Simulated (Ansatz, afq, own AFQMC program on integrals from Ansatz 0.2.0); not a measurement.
AFQMC on a folder of integrals that Ansatz 0.2.0 wrote.

```yaml
crystal:
  periodic: [false, false, false]
  atoms:
    - {symbol: B, position_ang: [-0.382924, 0.000000, 0.586800]}
    - {symbol: B, position_ang: [0.364615, 0.000000, -0.737166]}
    - {symbol: H, position_ang: [0.196378, 0.000000, 1.612800]}
basis:
  gaussian: {orbitals: 6-31G}
magnetization: {spin_polarized: true, initial_magnetization: 3}
correlation: {method: ccsd_t, electrons: outside_noble_gas, hamiltonian_folder: ham}
```

```sh
$ ansatz run in.yaml --threads 1 --pin off --events-out ev --progress --plain --max-ram 16896MiB --backend cuda --devices 0, --max-vram 18GiB
```

afq runs on the folder ham with

```
--method phaseless --trial cisd --walkers 4000 --populations 20 --least-time 60 --time-step 0.005 --steps-per-block 50 --equilibration-blocks 28 --max-blocks 4000 --target-error 0.00016 --factor-cut 1e-05 --start spin_pure --seed 7955 --release-times 0.24,0.51,0.99,1.62,2.4 --release-step 0.03 --release-every 3 --taylor-order 6
```

Times are imaginary, in 1/Eh. The walk had a cap of 122 s. With eight or more populations the least sampling time is a fifth of least-time, and the error comes from their spread.

Output of the walk:

```
orbitals 18  electrons 5 2  factors 118 of 284
reference energy -49.75109271 Eh
CCSD correlation -0.08586315 Eh in 12 cycles, weight of the determinant in the CISD state 0.9153
energy of the start -49.836855 Eh
 block  time / (1/Eh)  mean weight  energy / Eh
     1     0.250  0.9999  -49.836534
     2     0.500  1.0000  -49.836880
     3     0.750  1.0000  -49.837269
     4     1.000  0.9999  -49.837725
     5     1.250  0.9998  -49.838121
    10     2.500  1.0000  -49.839283
    15     3.750  1.0000  -49.839987
    20     5.000  1.0000  -49.839490
    25     6.250  0.9999  -49.839598
    30     7.500  1.0000  -49.840068
    35     8.750  1.0002  -49.839715
    37     9.250  0.9999  -49.843381
    40    10.000  0.9999  -49.839952
    45    11.250  0.9998  -49.839681
    50    12.500  1.0000  -49.839791
    55    13.750  1.0000  -49.840182
    60    15.000  1.0001  -49.839793
    65    16.250  1.0000  -49.839722
    70    17.500  1.0000  -49.839723
    75    18.750  1.0000  -49.834747
    78    19.500  1.0000  -49.839719
error from the spread of 20 populations
released: time / (1/Eh)  energy / Eh  error  mean overlap
  0.24  -49.839785  0.000058  1.0014
  0.51  -49.839879  0.000043  1.0010
  0.99  -49.839935  0.000038  1.0000
  1.62  -49.839980  0.000044  1.0033
  2.40  -49.840308  0.000205  1.0031
energy -49.839677 +/- 0.000136 Eh
(rows thinned)
```

The run passed its tests (sampling time, drift between the halves within three errors, error under three times the target), which doesn't prove that it has relaxed. The second half of the sampling lies above the first by 1.7 errors of their difference, so the energy may still be moving and its error bar be too small.

Against this walk (error 3.7 meV) on the same determinant: CCSD(T) 14.8 meV higher, CCSDT(Q) 10.3 meV lower, CCSDTQ 11.3 meV lower, full CI 11.5 meV lower. The error is statistical and leaves out the bias of the constraint. Released to 1.62 1/Eh the energy lies 8 ± 4 meV (both errors) below the phaseless value, which shows part or all of the bias of the constraint, and full CI lies 3.3 meV below the released value. Full CI is exact here, so the walk's 12 meV above it is the walk's own error: the bias of the constraint with this trial, or a walk that hasn't relaxed.

Cautions: constraint bias not in the error; lower spins were not checked.

The walk took 24 s on 1 × NVIDIA H100 80GB HBM3 with 2 threads of AMD EPYC 7R13 Processor (Zen 3) (shared host) (the card was shared). The log's last line is the phaseless energy.

CCSDT and higher add their correlation energy to the determinant of the CCSD(T) run, since their own runs factorise the integrals more tightly (a shift of under 2 meV). A walk keeps the symmetry of its determinant, which the program's search chose and which needn't be the lowest solution, so a lower state of the same spin and another symmetry isn't excluded.
